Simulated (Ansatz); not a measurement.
# H3O+ with C2H4: superposition error and deformation, part 1 of 3

Aim: split the binding of a pair into the counterpoise interaction, the basis-set superposition error and the cost of deforming the fragments.

Program: Ansatz 0.2.0, Gaussian basis. Level of theory: PBE0-D4 structures, single points in def2-TZVPPD. These are calculated values, not measurements.

Levels: PBE-D4, revPBE-D4, BLYP-D4, r2SCAN-D4, B97M-V, PBE0-D4, B3LYP-D4, HSE06-D4, wB97X-V, wB97M-V, B2PLYP, Hartree-Fock, MP2, CCSD, CCSD(T).

Correlated methods freeze the cores. B3LYP uses VWN-RPA correlation. B2PLYP carries no dispersion term here.

129 further runs of the same task are left out: 129 set aside as unsound or not needed. Runs told in other sessions of the task aren't counted.

### Step 1. The starting structure

The relaxed pair: 10 atoms, charge 1, spin multiplicity 1.

Atoms are counted from 1 here; the program's logs count them from 0.

Bond lengths: O1–H2 1.089 Å, O1–H3 0.972 Å, O1–H4 0.972 Å, C5–C6 1.339 Å, C5–H7 1.086 Å, C5–H8 1.086 Å, C6–H9 1.086 Å, C6–H10 1.086 Å. Angles: H2–O1–H3 114.1°, H2–O1–H4 114.1°, H3–O1–H4 110.9°, C6–C5–H7 121.4°, C6–C5–H8 121.4°, H7–C5–H8 116.9°, C5–C6–H9 121.6°, C5–C6–H10 121.6°, H9–C6–H10 116.8°.

Geometry (Å):

```csv
atom,x (Å),y (Å),z (Å)
O1,-0.6173,-0.3272,-1.5554
H2,-0.2206,-0.1164,-0.5634
H3,-0.0161,-0.8376,-2.1231
H4,-0.9538,0.4555,-2.0229
C5,0.7973,0.5071,0.7859
C6,-0.2080,-0.2383,1.2606
H7,1.7703,0.0751,0.5698
H8,0.7026,1.5841,0.6787
H9,-1.1606,0.2028,1.5392
H10,-0.0937,-1.3049,1.4304
```

Atoms 1 to 4 are fragment A (H3O+), the rest fragment B (C2H4). From earlier runs, pair energy (eV) and counterpoise interaction (kcal/mol):

| method | E(pair) | interaction |
| --- | --- | --- |
| PBE-D4 | -4223.18451 | -29.39 |
| revPBE-D4 | -4227.53989 | -28.28 |
| BLYP-D4 | -4227.05304 | -27.35 |
| r2SCAN-D4 | -4225.95851 | -29.15 |
| B97M-V | -4227.67971 | -27.06 |
| PBE0-D4 | -4223.52150 | -29.22 |
| B3LYP-D4 | -4228.82320 | -27.64 |
| HSE06-D4 | -4223.28512 | -29.24 |
| wB97X-V | -4226.92777 | -27.49 |
| wB97M-V | -4226.18992 | -27.12 |
| B2PLYP | -4224.92554 | -26.24 |
| Hartree-Fock | -4202.33560 | -22.45 |
| MP2 | -4218.71693 | -26.04 |
| CCSD(T) | -4220.16513 | -24.87 |

First each fragment is run alone in its own basis, frozen in the shape it has in the pair (a, b).

### Step 2. PBE-D4/def2-TZVPPD

a/in.yaml reads:

```yaml
crystal:
  periodic: [false, false, false]
  atoms:
    - {symbol: O, position_ang: [-0.617339, -0.327172, -1.555381]}
    - {symbol: H, position_ang: [-0.220644, -0.116400, -0.563377]}
    - {symbol: H, position_ang: [-0.016061, -0.837562, -2.123124]}
    - {symbol: H, position_ang: [-0.953765, 0.455519, -2.022896]}
basis:
  gaussian: {orbitals: "def2-TZVPPD.json"}
total_charge: 1
hamiltonian: {xc: pbe, dispersion: d4}
```

b/in.yaml reads:

```yaml
crystal:
  periodic: [false, false, false]
  atoms:
    - {symbol: C, position_ang: [0.797267, 0.507145, 0.785876]}
    - {symbol: C, position_ang: [-0.207968, -0.238303, 1.260647]}
    - {symbol: H, position_ang: [1.770300, 0.075076, 0.569822]}
    - {symbol: H, position_ang: [0.702607, 1.584075, 0.678700]}
    - {symbol: H, position_ang: [-1.160563, 0.202767, 1.539198]}
    - {symbol: H, position_ang: [-0.093735, -1.304947, 1.430436]}
basis:
  gaussian: {orbitals: "def2-TZVPPD.json"}
hamiltonian: {xc: pbe, dispersion: d4}
```

The basis file named in the input lies beside it (Basis Set Exchange, JSON).

Each run has its own folder and the same command.

Command:

```console
> ansatz run in.yaml --threads 4 --pin off --events-out ev --progress --plain --max-ram 9574MiB
```

a printed:

```text
Functional definition: PBE
  name "PBE"
  cite "Perdew, Burke & Ernzerhof, Phys. Rev. Lett. 77, 3865 (1996) doi:10.1103/PhysRevLett.77.3865"
  parent pbe
  parameter kappa = 0.804
  parameter beta = 0.06672455060314922
  exchange = pbe_x(kappa = kappa, mu = beta*pi^2/3)
  correlation = pbe_c(beta = beta)
361 factors; their error is unknown
mean field evaluation 1: about -2066.9602 eV, gradient 1.1e2 eV
mean field evaluation 2: about -2022.0451 eV, gradient 1.7e2 eV
mean field evaluation 4: about -2085.7095 eV, gradient 1.6e0 eV
mean field evaluation 8: about -2085.7131 eV, gradient 1.7e-2 eV
mean field -2085.70639025 eV, -76.6482960993 hartree, gradient 3.1e-5 eV, S^2 0.000000; 0 other end points of the search recorded, 0 dependent functions left out
reference -2085.70641729 eV, -76.6482970929 hartree; 5, 5 occupied and 86, 86 virtual orbitals, 361 factors
Total energy: -2085.71192124 eV, -76.6484993593 hartree
```

Output in b, shortened:

```text
[... 4 set-up lines as earlier in the session ...]
[...]
584 factors; their error is unknown
[...]
mean field -2136.13996464 eV, -78.5016957727 hartree, gradient 9.4e-6 eV, S^2 0.000000; 0 other end points of the search recorded, 0 dependent functions left out
reference -2136.13999711 eV, -78.5016969662 hartree; 8, 8 occupied and 134, 134 virtual orbitals, 584 factors
Total energy: -2136.19187368 eV, -78.5036033949 hartree
```

They took 0.3 s (a), 0.55 s (b) on 4 threads of Arm Neoverse V1, shared host.

### Step 3. r2SCAN-D4/def2-TZVPPD

The same edit goes into each in.yaml of step 2 (a, b):

```diff
-hamiltonian: {xc: pbe, dispersion: d4}
+hamiltonian: {xc: r2scan, dispersion: d4}
```

One command serves all of them, each in its own folder.

Command:

```console
> ansatz run in.yaml --threads 4 --pin off --events-out ev --progress --plain --max-ram 9574MiB
```

a printed, shortened:

```text
Functional definition: r2SCAN
  name "r2SCAN"
  cite "Furness, Kaplan, Ning, Perdew & Sun, J. Phys. Chem. Lett. 11, 8208 (2020) doi:10.1021/acs.jpclett.0c02405"
  cite "Furness, Kaplan, Ning, Perdew & Sun, J. Phys. Chem. Lett. 11, 9248 (2020) doi:10.1021/acs.jpclett.0c03077"
  parent r2scan
[...]
361 factors; their error is unknown
[...]
mean field -2086.89188249 eV, -76.6918621352 hartree, gradient 5.1e-6 eV, S^2 0.000000; 0 other end points of the search recorded, 0 dependent functions left out
reference -2086.89189130 eV, -76.6918624590 hartree; 5, 5 occupied and 86, 86 virtual orbitals, 361 factors
Total energy: -2086.89321234 eV, -76.6919110064 hartree
```

Output in b, shortened:

```text
[... 5 set-up lines as earlier in the session ...]
[...]
584 factors; their error is unknown
[...]
mean field -2137.78389276 eV, -78.5621090170 hartree, gradient 1.4e-5 eV, S^2 0.000000; 0 other end points of the search recorded, 0 dependent functions left out
reference -2137.78390141 eV, -78.5621093348 hartree; 8, 8 occupied and 134, 134 virtual orbitals, 584 factors
Total energy: -2137.79603166 eV, -78.5625551134 hartree
```

They took 0.6 s (a), 1.1 s (b) on 4 threads of Arm Neoverse V1, shared host.

### Step 4. PBE0-D4/def2-TZVPPD

The same edit goes into each in.yaml of step 3 (a, b):

```diff
-hamiltonian: {xc: r2scan, dispersion: d4}
+hamiltonian: {xc: pbe0, dispersion: d4}
+output: {orbitals: {seedname: orbitals}}
```

One command serves all of them, each in its own folder.

Command:

```console
> ansatz run in.yaml --threads 4 --pin off --events-out ev --progress --plain --max-ram 9574MiB
```

Log of a, shortened:

```text
Functional definition: PBE0
  name "PBE0"
  cite "Adamo & Barone, J. Chem. Phys. 110, 6158 (1999) doi:10.1063/1.478522"
[... 2 set-up lines as earlier in the session ...]
[...]
361 factors; their error is unknown
[...]
mean field -2085.75051539 eV, -76.6499176679 hartree, gradient 9.3e-6 eV, S^2 0.000000; 0 other end points of the search recorded, 0 dependent functions left out
reference -2085.75053429 eV, -76.6499183628 hartree; 5, 5 occupied and 86, 86 virtual orbitals, 361 factors
Total energy: -2085.75494023 eV, -76.6500802779 hartree
```

Log of b, shortened:

```text
[... 5 set-up lines as earlier in the session ...]
[...]
584 factors; their error is unknown
[...]
mean field -2136.45201178 eV, -78.5131632937 hartree, gradient 7.2e-6 eV, S^2 0.000000; 0 other end points of the search recorded, 0 dependent functions left out
reference -2136.45203376 eV, -78.5131641015 hartree; 8, 8 occupied and 134, 134 virtual orbitals, 584 factors
Total energy: -2136.49419270 eV, -78.5147134141 hartree
```

Wall times: 0.3 s (a), 0.6 s (b) on 4 threads of Arm Neoverse V1, shared host.

### Step 5. B3LYP-D4/def2-TZVPPD

Each input of step 4 (a, b) changes in the same lines:

```diff
-hamiltonian: {xc: pbe0, dispersion: d4}
-output: {orbitals: {seedname: orbitals}}
+hamiltonian: {xc: {name: B3LYP}, dispersion: d4}
```

Each run has its own folder and the same command.

Command:

```console
> ansatz run in.yaml --threads 4 --pin off --events-out ev --progress --plain --max-ram 9574MiB
```

Log of a, shortened:

```text
Functional definition: B3LYP
  name "B3LYP"
  cite "Stephens, Devlin, Chabalowski & Frisch, J. Phys. Chem. 98, 11623 (1994) doi:10.1021/j100096a001"
  cite "Becke, Phys. Rev. A 38, 3098 (1988) doi:10.1103/PhysRevA.38.3098"
  cite "Lee, Yang & Parr, Phys. Rev. B 37, 785 (1988) doi:10.1103/PhysRevB.37.785"
  cite "Vosko, Wilk & Nusair, Can. J. Phys. 58, 1200 (1980) doi:10.1139/p80-159"
[...]
361 factors; their error is unknown
[...]
mean field -2088.03084157 eV, -76.7337181094 hartree, gradient 8.2e-6 eV, S^2 0.000000; 0 other end points of the search recorded, 0 dependent functions left out
reference -2088.03098367 eV, -76.7337233315 hartree; 5, 5 occupied and 86, 86 virtual orbitals, 361 factors
Total energy: -2088.03969927 eV, -76.7340436240 hartree
```

Output in b, shortened:

```text
[... 6 set-up lines as earlier in the session ...]
[...]
584 factors; their error is unknown
[...]
mean field -2139.49561638 eV, -78.6250136997 hartree, gradient 1.1e-5 eV, S^2 0.000000; 0 other end points of the search recorded, 0 dependent functions left out
reference -2139.49581810 eV, -78.6250211127 hartree; 8, 8 occupied and 134, 134 virtual orbitals, 584 factors
Total energy: -2139.57917415 eV, -78.6280843913 hartree
```

They took 0.35 s (a), 0.71 s (b) on 4 threads of Arm Neoverse V1, shared host.

### Step 6. wB97X-V/def2-TZVPPD

Each input of step 5 (a, b) changes in the same lines:

```diff
-hamiltonian: {xc: {name: B3LYP}, dispersion: d4}
+hamiltonian: {xc: {name: wB97X-V}}
```

The same command starts each run, in its folder.

Command:

```console
> ansatz run in.yaml --threads 4 --pin off --events-out ev --progress --plain --max-ram 9574MiB
```

a printed, shortened:

```text
Functional definition: wB97X-V
  name "wB97X-V"
  cite "Mardirossian & Head-Gordon, Phys. Chem. Chem. Phys. 16, 9904 (2014) doi:10.1039/C3CP54374A"
  cite "Becke, J. Chem. Phys. 107, 8554 (1997) doi:10.1063/1.475007"
  cite "Vydrov & Van Voorhis, J. Chem. Phys. 133, 244103 (2010) doi:10.1063/1.3521275"
[...]
      + integral(e_c_pw_opposite_spin*poly(b97_u_opposite, cos0, cos1)) + vv10(b, c)
361 factors; their error is unknown
130 factors; integrals over basis functions are off by at most 1.6e-5 eV
[...]
mean field -2087.19761624 eV, -76.7030976435 hartree, gradient 5.8e-5 eV, S^2 0.000000; 0 other end points of the search recorded, 0 dependent functions left out
reference -2087.19761499 eV, -76.7030975974 hartree; 5, 5 occupied and 86, 86 virtual orbitals, 361 factors
Total energy: -2087.19761499 eV, -76.7030975974 hartree
```

Log of b, shortened:

```text
[... 5 set-up lines as earlier in the session ...]
[...]
      + integral(e_c_pw_opposite_spin*poly(b97_u_opposite, cos0, cos1)) + vv10(b, c)
584 factors; their error is unknown
198 factors; integrals over basis functions are off by at most 1.9e-5 eV
[...]
mean field -2138.53309271 eV, -78.5896416074 hartree, gradient 2.5e-5 eV, S^2 0.000000; 0 other end points of the search recorded, 0 dependent functions left out
reference -2138.53309123 eV, -78.5896415531 hartree; 8, 8 occupied and 134, 134 virtual orbitals, 584 factors
Total energy: -2138.53309123 eV, -78.5896415531 hartree
```

Wall times: 0.65 s (a), 1.6 s (b) on 4 threads of Arm Neoverse V1, shared host.

### Step 7. wB97M-V/def2-TZVPPD

The same edit goes into each in.yaml of step 6 (a, b):

```diff
-hamiltonian: {xc: {name: wB97X-V}}
+hamiltonian: {xc: {name: wB97M-V}}
```

One command serves all of them, each in its own folder.

Command:

```console
> ansatz run in.yaml --threads 4 --pin off --events-out ev --progress --plain --max-ram 9574MiB
```

Log of a, shortened:

```text
Functional definition: wB97M-V
  name "wB97M-V"
  cite "Mardirossian & Head-Gordon, J. Chem. Phys. 144, 214110 (2016) doi:10.1063/1.4952647"
[... 2 set-up lines as earlier in the session ...]
  # Of w^i u^j: cxij and so on, Table III.
[...]
  gx(w, u) = 1 - cx + cx01*u + cx10*w
[...]
      + integral(e_c_pw_mod_opposite_spin*gos(b97_w_opposite, b97_u_opposite)) + vv10(b, c)
361 factors; their error is unknown
130 factors; integrals over basis functions are off by at most 1.6e-5 eV
[...]
mean field -2087.07335690 eV, -76.6985311971 hartree, gradient 6.6e-5 eV, S^2 0.000000; 0 other end points of the search recorded, 0 dependent functions left out
reference -2087.07338892 eV, -76.6985323737 hartree; 5, 5 occupied and 86, 86 virtual orbitals, 361 factors
Total energy: -2087.07338892 eV, -76.6985323737 hartree
```

Output in b, shortened:

```text
[... 5 set-up lines as earlier in the session ...]
  # Of w^i u^j: cxij and so on, Table III.
[...]
  gx(w, u) = 1 - cx + cx01*u + cx10*w
[...]
      + integral(e_c_pw_mod_opposite_spin*gos(b97_w_opposite, b97_u_opposite)) + vv10(b, c)
584 factors; their error is unknown
198 factors; integrals over basis functions are off by at most 1.9e-5 eV
[...]
mean field -2137.93476997 eV, -78.5676536522 hartree, gradient 2.1e-5 eV, S^2 0.000000; 0 other end points of the search recorded, 0 dependent functions left out
reference -2137.93480872 eV, -78.5676550761 hartree; 8, 8 occupied and 134, 134 virtual orbitals, 584 factors
Total energy: -2137.93480872 eV, -78.5676550761 hartree
```

Times: 0.7 s (a), 1.9 s (b) on 4 threads of Arm Neoverse V1, shared host.

### Step 8. B2PLYP/def2-TZVPPD

Each input of step 7 (a, b) changes in the same lines:

```diff
-hamiltonian: {xc: {name: wB97M-V}}
+hamiltonian: {xc: {name: B2PLYP}}
```

One command serves all of them, each in its own folder.

Command:

```console
> ansatz run in.yaml --threads 4 --pin off --events-out ev --progress --plain --max-ram 9574MiB
```

a printed, shortened:

```text
Functional definition: B2PLYP
  name "B2PLYP"
  cite "Grimme, J. Chem. Phys. 124, 034108 (2006) doi:10.1063/1.2148954"
[... 2 set-up lines as earlier in the session ...]
[...]
512 factors; integrals over basis functions are off by at most 9.5e-4 eV
[...]
mean field -2084.31811476 eV, -76.5972779158 hartree, gradient 9.2e-6 eV, S^2 0.000000; 0 other end points of the search recorded, 0 dependent functions left out
1 core orbitals not correlated: weight in the atoms' cores, before any rotation towards them, 1.000 or more for the frozen orbitals, at most 0.000 for the correlated occupied ones
reference -2084.31819959 eV, -76.5972810333 hartree; 4, 4 occupied and 86, 86 virtual orbitals, 512 factors
second order -8.31344648 eV of doubles, -0.00000000 eV of singles
Total energy: -2086.56283014 eV, -76.6797696845 hartree
```

Log of b, shortened:

```text
[... 5 set-up lines as earlier in the session ...]
[...]
807 factors; integrals over basis functions are off by at most 8.4e-4 eV
[...]
mean field -2134.20040006 eV, -78.4304180891 hartree, gradient 4.0e-6 eV, S^2 0.000000; 0 other end points of the search recorded, 0 dependent functions left out
2 core orbitals not correlated: weight in the atoms' cores, before any rotation towards them, 1.000 or more for the frozen orbitals, at most 0.000 for the correlated occupied ones
reference -2134.20052013 eV, -78.4304225016 hartree; 6, 6 occupied and 134, 134 virtual orbitals, 807 factors
second order -11.13950683 eV of doubles, -0.00000000 eV of singles
Total energy: -2137.20818697 eV, -78.5409522195 hartree
```

Times: 0.45 s (a), 1 s (b) on 4 threads of Arm Neoverse V1, shared host.

### Step 9. BLYP-D4/def2-TZVPPD

Each input of step 8 (a, b) changes in the same lines:

```diff
-hamiltonian: {xc: {name: B2PLYP}}
+hamiltonian: {xc: {name: BLYP}, dispersion: d4}
```

Each run has its own folder and the same command.

Command:

```console
> ansatz run in.yaml --threads 4 --pin off --events-out ev --progress --plain --max-ram 9574MiB
```

Log of a, shortened:

```text
Functional definition: BLYP
  name "BLYP"
[... 2 set-up lines as earlier in the session ...]
[...]
361 factors; their error is unknown
[...]
mean field -2087.52514280 eV, -76.7151340225 hartree, gradient 3.1e-5 eV, S^2 0.000000; 0 other end points of the search recorded, 0 dependent functions left out
reference -2087.52534037 eV, -76.7151412832 hartree; 5, 5 occupied and 86, 86 virtual orbitals, 361 factors
Total energy: -2087.53862909 eV, -76.7156296347 hartree
```

b printed, shortened:

```text
[... 4 set-up lines as earlier in the session ...]
[...]
584 factors; their error is unknown
[...]
mean field -2138.19904999 eV, -78.5773657638 hartree, gradient 1.6e-5 eV, S^2 0.000000; 0 other end points of the search recorded, 0 dependent functions left out
reference -2138.19933803 eV, -78.5773763489 hartree; 8, 8 occupied and 134, 134 virtual orbitals, 584 factors
Total energy: -2138.32155986 eV, -78.5818679183 hartree
```

Times: 0.3 s (a), 0.6 s (b) on 4 threads of Arm Neoverse V1, shared host.

### Step 10. revPBE-D4/def2-TZVPPD

Each input of step 9 (a, b) changes in the same lines:

```diff
-hamiltonian: {xc: {name: BLYP}, dispersion: d4}
+hamiltonian: {xc: {name: revPBE}, dispersion: d4}
```

The same command starts each run, in its folder.

Command:

```console
> ansatz run in.yaml --threads 4 --pin off --events-out ev --progress --plain --max-ram 9574MiB
```

a printed, shortened:

```text
Functional definition: revPBE
  name "revPBE"
  cite "Zhang & Yang, Phys. Rev. Lett. 80, 890 (1998) doi:10.1103/PhysRevLett.80.890"
[... 1 set-up line as earlier in the session ...]
[...]
361 factors; their error is unknown
[...]
mean field -2087.39359811 eV, -76.7102998444 hartree, gradient 3.6e-5 eV, S^2 0.000000; 0 other end points of the search recorded, 0 dependent functions left out
reference -2087.39363098 eV, -76.7103010522 hartree; 5, 5 occupied and 86, 86 virtual orbitals, 361 factors
Total energy: -2087.42033902 eV, -76.7112825547 hartree
```

Log of b, shortened:

```text
[... 4 set-up lines as earlier in the session ...]
[...]
584 factors; their error is unknown
[...]
mean field -2138.67582241 eV, -78.5948868271 hartree, gradient 1.0e-5 eV, S^2 0.000000; 0 other end points of the search recorded, 0 dependent functions left out
reference -2138.67586397 eV, -78.5948883544 hartree; 8, 8 occupied and 134, 134 virtual orbitals, 584 factors
Total energy: -2138.88676751 eV, -78.6026389166 hartree
```

Wall times: 0.25 s (a), 0.55 s (b) on 4 threads of Arm Neoverse V1, shared host.

### Step 11. B97M-V/def2-TZVPPD

The same edit goes into each in.yaml of step 10 (a, b):

```diff
-hamiltonian: {xc: {name: revPBE}, dispersion: d4}
+hamiltonian: {xc: {name: B97M-V}}
```

One command serves all of them, each in its own folder.

Command:

```console
> ansatz run in.yaml --threads 4 --pin off --events-out ev --progress --plain --max-ram 9574MiB
```

a printed, shortened:

```text
Functional definition: B97M-V
  name "B97M-V"
  cite "Mardirossian & Head-Gordon, J. Chem. Phys. 142, 074111 (2015) doi:10.1063/1.4907719"
[... 2 set-up lines as earlier in the session ...]
  # Of w^i u^j: cxij and so on, Table III.
[...]
  gx(w, u) = cx00 + cx01*u + cx02*u^2 + (cx10 + cx11*u)*w
[...]
  gos(w, u) = cos00 + cos01*u + cos03*u^3 + cos10*w + cos32*w^3*u^2
[...]
      + integral(e_c_pw_mod_opposite_spin*gos(b97_w_opposite, b97_u_opposite)) + vv10(b, c)
361 factors; their error is unknown
[...]
mean field -2087.23220373 eV, -76.7043687103 hartree, gradient 6.9e-5 eV, S^2 0.000000; 0 other end points of the search recorded, 0 dependent functions left out
reference -2087.23223899 eV, -76.7043700061 hartree; 5, 5 occupied and 86, 86 virtual orbitals, 361 factors
Total energy: -2087.23223899 eV, -76.7043700061 hartree
```

Output in b, shortened:

```text
[... 5 set-up lines as earlier in the session ...]
  # Of w^i u^j: cxij and so on, Table III.
[...]
  gx(w, u) = cx00 + cx01*u + cx02*u^2 + (cx10 + cx11*u)*w
[...]
  gos(w, u) = cos00 + cos01*u + cos03*u^3 + cos10*w + cos32*w^3*u^2
[...]
      + integral(e_c_pw_mod_opposite_spin*gos(b97_w_opposite, b97_u_opposite)) + vv10(b, c)
584 factors; their error is unknown
[...]
mean field -2139.26766081 eV, -78.6166364870 hartree, gradient 8.1e-5 eV, S^2 0.000000; 0 other end points of the search recorded, 0 dependent functions left out
reference -2139.26770529 eV, -78.6166381217 hartree; 8, 8 occupied and 134, 134 virtual orbitals, 584 factors
Total energy: -2139.26770529 eV, -78.6166381217 hartree
```

Wall times: 0.7 s (a), 2.2 s (b) on 4 threads of Arm Neoverse V1, shared host.

### Step 12. HSE06-D4/def2-TZVPPD

The same edit goes into each in.yaml of step 11 (a, b):

```diff
-hamiltonian: {xc: {name: B97M-V}}
+hamiltonian: {xc: hse06, dispersion: d4}
```

Each run has its own folder and the same command.

Command:

```console
> ansatz run in.yaml --threads 4 --pin off --events-out ev --progress --plain --max-ram 9574MiB
```

a printed, shortened:

```text
Functional definition: HSE06
  name "HSE06"
  cite "Heyd, Scuseria & Ernzerhof, J. Chem. Phys. 118, 8207 (2003) doi:10.1063/1.1564060"
  cite "Krukau, Vydrov, Izmaylov & Scuseria, J. Chem. Phys. 125, 224106 (2006) doi:10.1063/1.2404663"
  cite "Heyd & Scuseria, J. Chem. Phys. 120, 7274 (2004) doi:10.1063/1.1668634"
  cite "Ernzerhof & Perdew, J. Chem. Phys. 109, 3313 (1998) doi:10.1063/1.476928"
[...]
  # The whole range is PBE's own exchange, as in plane waves. The composition of these papers is wPBEh.
[...]
361 factors; their error is unknown
44 factors; integrals over basis functions are off by at most 3.5e-6 eV
[...]
mean field -2085.65608656 eV, -76.6464474727 hartree, gradient 4.8e-5 eV, S^2 0.000000; 0 other end points of the search recorded, 0 dependent functions left out
reference -2085.65611130 eV, -76.6464483818 hartree; 5, 5 occupied and 86, 86 virtual orbitals, 361 factors
Total energy: -2085.66007054 eV, -76.6465938813 hartree
```

Log of b, shortened:

```text
[... 6 set-up lines as earlier in the session ...]
[...]
584 factors; their error is unknown
70 factors; integrals over basis functions are off by at most 2.3e-6 eV
[...]
mean field -2136.31380186 eV, -78.5080841728 hartree, gradient 8.6e-6 eV, S^2 0.000000; 0 other end points of the search recorded, 0 dependent functions left out
reference -2136.31383087 eV, -78.5080852389 hartree; 8, 8 occupied and 134, 134 virtual orbitals, 584 factors
Total energy: -2136.35221218 eV, -78.5094957261 hartree
```

They took 0.35 s (a), 0.71 s (b) on 4 threads of Arm Neoverse V1, shared host.

(Continued in part 2 of 3.)
